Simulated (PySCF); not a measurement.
# XPS shifts beside NMR shieldings

Compound: C5H7P.
Z-matrix (Å and degrees, GFN2-xTB geometry), rows numbered from 1:
```
C 
C   1  1.2963
P   2  1.6376  1  174.81
C   3  1.8519  2   99.28  1  -179.36
C   4  1.5038  3  118.36  2   145.85
C   5  1.4917  4   60.27  3   107.95
H   1  1.0814  2  122.17  3   -91.38
H   1  1.0813  2  122.16  3    90.07
H   4  1.0835  3  114.69  2     0.15
H   5  1.0799  4  117.97  6   108.97
H   5  1.0806  4  118.17  6  -107.89
H   6  1.0799  4  117.97  5  -108.97
H   6  1.0808  4  118.16  5   107.89
```

Binding energies: delta-SCF UKS SCAN, pcX-2 on the ionised atom, pcseg-1 elsewhere, spin-free X2C (PySCF 2.14.0). Shieldings: GIAO PBE0/pcSseg-1, non-relativistic, same geometry.

| atom | C 1s (eV) |
| --- | --- |
| C1 | 290.18 |
| C2 | 289.94 |
| C4 | 290.37 |
| C5 | 290.54 |

Question: What are the absolute isotropic shieldings of these atoms?

Answer: 
| atom | environment | C 1s (eV) | isotropic shielding (ppm) |
| --- | --- | --- | --- |
| C2 | central carbon of cumulated double bonds | 289.94 | -82.2 |
| C1 | outer carbon of cumulated double bonds | 290.18 | 88.0 |
| C4 | sp3 carbon bound to phosphorus | 290.37 | 169.6 |
| C5 | three-membered-ring carbon | 290.54 | 180.1 |

Question: Among the listed atoms, is the one with the highest binding energy also the least shielded?

Answer: No. The highest binding energy is at C5 (290.54 eV, shielding 180.1 ppm), the lowest shielding at C2 (-82.2 ppm, 289.94 eV).

By binding energy: C2 < C1 < C4 < C5. By shielding: C2 < C1 < C4 < C5.

Of atoms equivalent by bonding only the ionised one is listed; its partners' own values can differ in this conformer. Spin contamination (⟨S²⟩ against 0.75 for a pure doublet) is marked for C 1s of C2 (0.89), which makes this value less certain. Geometry: GFN2-xTB, one conformer, isolated molecule.
